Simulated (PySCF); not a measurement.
# C5H7N: excited states

What do calculations give for the excited states of C5H7N (`CC1=CC=NC1`)?

Computed with PySCF 2.14.0 and routines of our own; the level stands in each step. Atoms count from 0.

### 1 The starting structure

13 atoms, charge 0, multiplicity 1; geometry from: GFN2-xTB.

### 2 Excited states: TDA wB97X-D/def2-SVPD

The job: settings as JSON, then the geometry in Å.

```
{"job": {"kind": "states", "xc": "wB97X-D", "basis": "def2-SVPD", "tda": true, "soc": true, "nstates": 8, "ntriplets": 6, "nquad": 4}, "charge": 0, "multiplicity": 1}
C     -1.792788    -0.132047    -0.041127
C     -0.310460    -0.104079     0.001485
C      0.571138    -1.109516     0.149441
C      1.888127    -0.512533     0.117774
N      1.873574     0.757774    -0.035357
C      0.494777     1.157145    -0.124711
H     -2.206380     0.485875     0.755796
H     -2.163589    -1.147531     0.073868
H     -2.152091     0.268403    -0.989109
H      0.368869    -2.157267     0.270281
H      2.816958    -1.050226     0.209990
H      0.277390     1.875171     0.669377
H      0.330087     1.669316    -1.075436
```

With the program's defaults for keys left out, this is: TDA wB97X-D/def2-SVPD excited states, vertical, gas phase, spin-orbit mean-field couplings.

Run with:

```bash
$ OMP_NUM_THREADS=1 python excited_run.py task.json out
```

One launch serves the whole session: the jobs run in the order shown.

Output:

```text
coarse grid: 10832 points
cycle   1  E = -249.1315939097  dE =  1.132e+00  |g| = 3.740e-01  |ddm| = 6.121e+00
cycle   2  E = -249.1340259913  dE = -2.432e-03  |g| = 4.266e-01  |ddm| = 2.090e+00
cycle   3  E = -249.1717547741  dE = -3.773e-02  |g| = 5.074e-02  |ddm| = 1.388e+00
cycle   4  E = -249.1724223339  dE = -6.676e-04  |g| = 2.587e-02  |ddm| = 1.761e-01
cycle   5  E = -249.1726068601  dE = -1.845e-04  |g| = 5.900e-03  |ddm| = 7.241e-02
cycle   6  E = -249.1726202014  dE = -1.334e-05  |g| = 2.664e-03  |ddm| = 2.299e-02
cycle   7  E = -249.1726230284  dE = -2.827e-06  |g| = 1.282e-03  |ddm| = 7.227e-03
final grid: 104640 points
cycle   8  E = -249.2093264546  dE = -8.196e-05  |g| = 4.145e-03  |ddm| = 1.900e-01
cycle   9  E = -249.2093278329  dE = -1.378e-06  |g| = 4.139e-03  |ddm| = 2.304e-02
cycle  10  E = -249.2093316191  dE = -3.786e-06  |g| = 8.297e-04  |ddm| = 1.451e-02
cycle  11  E = -249.2093317818  dE = -1.628e-07  |g| = 3.251e-04  |ddm| = 2.827e-03
cycle  12  E = -249.2093318169  dE = -3.510e-08  |g| = 8.427e-05  |ddm| = 2.194e-03
cycle  13  E = -249.2093318191  dE = -2.178e-09  |g| = 3.269e-05  |ddm| = 2.988e-04
cycle  14  E = -249.2093318198  dE = -6.688e-10  |g| = 1.240e-05  |ddm| = 2.109e-04
converged SCF energy = -249.2093318198

Singlet excitations
state   eV       nm        f     d(h-e)  d(exc)  Lambda  PR(NTO)  |dmu|/D   mu/D   main configurations
  1   4.9147   252.3   0.00509   0.907   2.444   0.497   1.007    2.195    0.547   H-1->L 0.96
  2   5.8446   212.1   0.18818   0.353   2.570   0.783   1.101    1.176    3.802   H->L 0.94
  3   7.0359   176.2   0.00319   0.854   3.523   0.275   1.018    3.105    0.958   H->L+1 0.88
  4   7.4114   167.3   0.03575   0.414   2.704   0.777   1.865    1.144    1.670   H-2->L 0.63, H->L+4 0.34
  5   7.6744   161.6   0.00000   0.395   2.478   0.493   1.768                     H-3->L 0.64, H-1->L+4 0.32
  6   7.7310   160.4   0.01163   1.134   3.544   0.201   1.029                     H-1->L+1 0.69, H-1->L+3 0.14, H-1->L+2 0.12
  7   7.9738   155.5   0.00051   0.761   2.931   0.437   2.537                     H-1->L+4 0.47, H-3->L 0.24, H->L+2 0.17
  8   8.0175   154.6   0.00227   0.616   3.638   0.300   1.534                     H->L+2 0.73, H-1->L+4 0.10

Triplet excitations (Tamm-Dancoff)
state   eV     d(h-e)  d(exc)  Lambda  PR(NTO)   main configurations
  1   3.4815   0.080   2.303   0.791   1.063   H->L 0.95
  2   4.2462   0.855   2.336   0.494   1.008   H-1->L 0.92
  3   5.4362   0.153   2.106   0.772   1.794   H-2->L 0.63, H->L+4 0.31
  4   7.0472   0.892   3.535   0.275   1.017   H->L+1 0.89
  5   7.0599   0.529   2.623   0.776   1.729   H->L+4 0.63, H-2->L 0.32
  6   7.2570   0.430   2.443   0.494   1.635   H-3->L 0.66, H-1->L+4 0.28
S1 - T1 = 1.4331 eV

Spin-orbit couplings |<S|Hso|T>| (cm-1)
             T1       T2       T3       T4       T5       T6
S0        0.046   27.992    0.116    1.596    0.144    9.865
S1        9.958    0.662   11.210    0.128    4.328    2.857
S2        0.019   10.265    0.060    0.674    0.109    2.925
S3        0.591    0.068    0.549    0.026    0.637    0.152
S4        0.090    7.861    0.012    0.243    0.012    5.478
S5        2.558    1.995    1.334    0.151    5.094    0.056
S6        0.013    1.684    0.011    7.899    0.215    0.544
S7        1.171    2.744    5.455    0.135    4.089    1.903
S8        3.729    1.559    2.393    0.163    1.844    0.660
T1 sublevels (cm-1): 0.000 0.000 0.009   radiative rates (1/s): 0.00567 0.00019 0.406
```

It took 21 s on 1 thread of Arm Neoverse V1, shared host; peak memory 0.65 GiB.

In short:

| quantity | value |
| --- | --- |
| S1 less T1 | 1.43 eV |

### 3 Excited states: TDDFT wB97X-D/def2-SVPD

The job, as its differences from that of step 2:

```diff
@@ -1,2 +1,2 @@
-{"job": {"kind": "states", "xc": "wB97X-D", "basis": "def2-SVPD", "tda": true, "soc": true, "nstates": 8, "ntriplets": 6, "nquad": 4}, "charge": 0, "multiplicity": 1}
+{"job": {"kind": "states", "xc": "wB97X-D", "basis": "def2-SVPD", "tpa": true, "nstates": 6, "nquad": 5, "ntriplets": 0}, "charge": 0, "multiplicity": 1}
 C     -1.792788    -0.132047    -0.041127
```

Level: TDDFT wB97X-D/def2-SVPD excited states, vertical, gas phase, two-photon moments by quadratic response.

Output:

```text
coarse grid: 10832 points
cycle   1  E = -249.1315939097  dE =  1.132e+00  |g| = 3.740e-01  |ddm| = 6.121e+00
cycle   2  E = -249.1340259913  dE = -2.432e-03  |g| = 4.266e-01  |ddm| = 2.090e+00
cycle   3  E = -249.1717547741  dE = -3.773e-02  |g| = 5.074e-02  |ddm| = 1.388e+00
cycle   4  E = -249.1724223339  dE = -6.676e-04  |g| = 2.587e-02  |ddm| = 1.761e-01
cycle   5  E = -249.1726068601  dE = -1.845e-04  |g| = 5.900e-03  |ddm| = 7.241e-02
cycle   6  E = -249.1726202014  dE = -1.334e-05  |g| = 2.664e-03  |ddm| = 2.299e-02
cycle   7  E = -249.1726230284  dE = -2.827e-06  |g| = 1.282e-03  |ddm| = 7.227e-03
final grid: 104640 points
cycle   8  E = -249.2093264546  dE = -8.196e-05  |g| = 4.145e-03  |ddm| = 1.900e-01
cycle   9  E = -249.2093278329  dE = -1.378e-06  |g| = 4.139e-03  |ddm| = 2.304e-02
cycle  10  E = -249.2093316191  dE = -3.786e-06  |g| = 8.297e-04  |ddm| = 1.451e-02
cycle  11  E = -249.2093317818  dE = -1.628e-07  |g| = 3.251e-04  |ddm| = 2.827e-03
cycle  12  E = -249.2093318169  dE = -3.510e-08  |g| = 8.427e-05  |ddm| = 2.194e-03
cycle  13  E = -249.2093318191  dE = -2.178e-09  |g| = 3.269e-05  |ddm| = 2.988e-04
cycle  14  E = -249.2093318198  dE = -6.688e-10  |g| = 1.240e-05  |ddm| = 2.109e-04
converged SCF energy = -249.2093318198

Singlet excitations
state   eV       nm        f     d(h-e)  d(exc)  Lambda  PR(NTO)  |dmu|/D   mu/D   delta(TPA)   sigma/GM   main configurations
  1   4.8622   255.0   0.00338   0.905   2.450   0.497   1.010    2.223    0.540        1.08      0.009   H-1->L 0.96
  2   5.4908   225.8   0.12818   0.312   2.548   0.778   1.138    0.995    3.624       11.70      0.129   H->L 0.98
  3   7.0308   176.3   0.00286   0.852   3.517   0.275   1.019    3.108    0.959        9.38      0.170   H->L+1 0.88
  4   7.3526   168.6   0.04398   0.346   2.690   0.777   1.820    0.993    1.797      151.04      2.991   H-2->L 0.70, H->L+4 0.28
  5   7.6463   162.1   0.00000   0.398   2.482   0.493   1.764    0.950    2.878        0.05      0.001   H-3->L 0.64, H-1->L+4 0.32
  6   7.7241   160.5   0.01197   1.126   3.540   0.200   1.025                                            H-1->L+1 0.69, H-1->L+3 0.15, H-1->L+2 0.12
```

Run time: 23 s. Hardware: 1 thread of Arm Neoverse V1, shared host; peak memory 0.64 GiB.

### 4 Outcome

| quantity | value |
| --- | --- |
| S1 less T1 (step 2, TDA wB97X-D/def2-SVPD) | 1.43 eV |

In words: In step 2, the number of triplets below S1 is 2, and the largest singlet-triplet spin-orbit coupling is S0–T2, 27.99 cm⁻¹.
